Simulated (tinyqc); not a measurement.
G0W0 on RHF in the sto-6g basis, for LiH, spin multiplicity 1, step by step. One step of it, computed by the program tinyqc.

Question. G0W0 on Hartree-Fock: HOMO. W(p,q,m) = sqrt2 sum_ia (pq|ia) (X+Y)_ia,m; Sigma_c(x) = sum_(i,m) W^2/(x - e_i + w_m) + sum_(a,m) W^2/(x - e_a - w_m); solve x = e_p + Sigma_c(x) by Newton steps; Z = 1/(1 - dSigma/dx); 1 hartree = 27.211386 eV.

orbital energies (hartree): MO1 -2.390858, MO2 -0.275612, MO3 0.077192, MO4 0.162402, MO5 0.162402, MO6 0.514167

Two-electron integrals over orbitals (pq|rs), unique and non-zero (hartree):
```
(11|11) 1.664782    (21|11) -0.106168   (21|21) 0.012212    (22|11) 0.353770
(22|21) 0.005314    (22|22) 0.482086    (31|11) -0.142436   (31|21) 0.011286
(31|22) -0.014349   (31|31) 0.022999    (32|11) 0.017394    (32|21) -0.003068
(32|22) -0.049021   (32|31) -0.000243   (32|32) 0.013414    (33|11) 0.399175
(33|21) -0.010412   (33|22) 0.219480    (33|31) 0.001484    (33|32) 0.008749
(33|33) 0.337917    (41|41) 0.010050    (42|41) 0.007251    (42|42) 0.022374
(43|41) 0.010263    (43|42) 0.019166    (43|43) 0.041454    (44|11) 0.396958
(44|21) -0.003820   (44|22) 0.264250    (44|31) -0.004742   (44|32) 0.007068
(44|33) 0.282225    (44|44) 0.313125    (51|51) 0.010050    (52|51) 0.007251
(52|52) 0.022374    (53|51) 0.010263    (53|52) 0.019166    (53|53) 0.041454
(54|54) 0.016875    (55|11) 0.396958    (55|21) -0.003820   (55|22) 0.264250
(55|31) -0.004742   (55|32) 0.007068    (55|33) 0.282225    (55|44) 0.279374
(55|55) 0.313125    (61|11) 0.065605    (61|21) -0.010012   (61|22) -0.007343
(61|31) -0.004196   (61|32) 0.002119    (61|33) 0.011319    (61|44) 0.000928
(61|55) 0.000928    (61|61) 0.010557    (62|11) -0.055655   (62|21) 0.003654
(62|22) 0.122956    (62|31) 0.001970    (62|32) -0.035033   (62|33) -0.016252
(62|44) -0.022139   (62|55) -0.022139   (62|61) -0.000107   (62|62) 0.126662
(63|11) 0.015000    (63|21) -0.002808   (63|22) -0.050877   (63|31) 0.004503
(63|32) 0.009620    (63|33) 0.035596    (63|44) 0.002745    (63|55) 0.002745
(63|61) 0.004118    (63|62) -0.031674   (63|63) 0.025678    (64|41) -0.006250
(64|42) -0.019496   (64|43) -0.013757   (64|64) 0.020140    (65|51) -0.006250
(65|52) -0.019496   (65|53) -0.013757   (65|65) 0.020140    (66|11) 0.363883
(66|21) 0.002443    (66|22) 0.450964    (66|31) -0.011252   (66|32) -0.042882
(66|33) 0.240331    (66|44) 0.267209    (66|55) 0.267209    (66|61) -0.003890
(66|62) 0.126913    (66|63) -0.043282   (66|66) 0.450448
```

excitation energies w (hartree): 0.370433  0.480530  0.480530  1.014909  2.513454  2.573312  2.573312  2.926219

X + Y:
```
             1          2          3          4          5         6          7          8
1>3  -0.000023   0.000000   0.000000  -0.003252   0.990726  0.000000   0.000000  -0.018386
1>4   0.000000  -0.011061  -0.000197   0.000000   0.000000  0.941932  -0.323958   0.000000
1>5   0.000000   0.000197  -0.011061   0.000000   0.000000  0.323958   0.941932   0.000000
1>6  -0.002824   0.000000   0.000000   0.000285   0.021523  0.000000   0.000000   0.996172
2>3   0.972536   0.000000   0.000000  -0.049016  -0.000054  0.000000   0.000000   0.000355
2>4   0.000000   0.954575   0.016989   0.000000   0.000000  0.001872  -0.000644   0.000000
2>5   0.000000  -0.016989   0.954575   0.000000   0.000000  0.000644   0.001872   0.000000
2>6   0.121390   0.000000   0.000000   0.879088   0.001164  0.000000   0.000000  -0.000065
```

Give: The 12 largest terms at x = e_p; Newton steps; quasiparticle energy of the HOMO; Hartree-Fock value.

Answer.

The 12 largest terms at x = e_p (hartree; W for the signs of X + Y given):
```
q  m        W       term
2  4   0.1563     0.0241
6  4   0.1599    -0.0142
2  1  -0.0463     0.0058
3  4  -0.0445    -0.0014
4  2   0.0301    -0.0010
5  3   0.0301    -0.0010
6  1  -0.0264    -0.0006
3  1   0.0124  -2.13e-04
2  5  -0.0201   1.61e-04
1  5   0.0155   5.20e-05
1  8  -0.0144   4.11e-05
2  8  -0.0100   3.42e-05
```

Newton steps (hartree):
```
step        x  Sigma_c(x)       Z
0     -0.2756      0.0117  0.9512
1     -0.2645      0.0111  0.9523
2     -0.2645      0.0111  0.9523
```

quasiparticle energy of the HOMO = -7.1972 eV

Hartree-Fock value = -7.4998 eV
